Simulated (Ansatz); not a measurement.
```yaml
crystal:
  periodic: [false, false, false]
  atoms:
    - {symbol: Si, position_ang: [0.000000, 0.000000, 0.000000]}
    - {symbol: Cl, position_ang: [1.161280, 1.164031, 1.162815]}
    - {symbol: Cl, position_ang: [-1.166118, -1.159407, 1.162594]}
    - {symbol: Cl, position_ang: [-1.159294, 1.161383, -1.167436]}
    - {symbol: Cl, position_ang: [1.164132, -1.166007, -1.157973]}
basis:
  gaussian: {orbitals: def2-TZVP}
hamiltonian: {xc: pbe0}
relax: {f_tol: 0.004, max_steps: 80}
```

```sh
$ ansatz run in.yaml --threads 1 --pin off --events-out ev --progress --plain --max-ram 2176MiB
```

Steps of the relaxation (energy above the last step; positions in Å, forces in eV/Å):

```
5
step 1, 3.4 meV
Si    0.000    0.000    0.000    0.000    0.000    0.000
Cl    1.161    1.164    1.163    0.115    0.115    0.115
Cl   -1.166   -1.159    1.163   -0.115   -0.115    0.115
Cl   -1.159    1.161   -1.167   -0.115    0.115   -0.116
Cl    1.164   -1.166   -1.158    0.115   -0.115   -0.115
```

```
5
step 2, 0.1 meV
Si    0.000    0.000    0.000    0.000    0.000    0.000
Cl    1.167    1.170    1.169   -0.023   -0.023   -0.023
Cl   -1.172   -1.165    1.168    0.023    0.023   -0.023
Cl   -1.165    1.167   -1.173    0.023   -0.023    0.023
Cl    1.170   -1.172   -1.164   -0.023    0.023    0.023
```

```
5
step 3, 0.0 meV
Si    0.000    0.000    0.000    0.000    0.000    0.000
Cl    1.166    1.169    1.168    0.000    0.000    0.000
Cl   -1.171   -1.164    1.167    0.000    0.000    0.000
Cl   -1.164    1.166   -1.172    0.000    0.000    0.000
Cl    1.169   -1.171   -1.163    0.000    0.000    0.000
```

Close pairs at the end: Si1–Cl5 2.022 Å, Si1–Cl2 2.022 Å, Si1–Cl4 2.022 Å, Si1–Cl3 2.022 Å.

A stationary point of restricted PBE0 after 3 steps (its stability towards spin polarisation wasn't tested); no frequencies were run, so it isn't proven a minimum. 27 s on 1 thread of AMD EPYC 9R14, shared host.
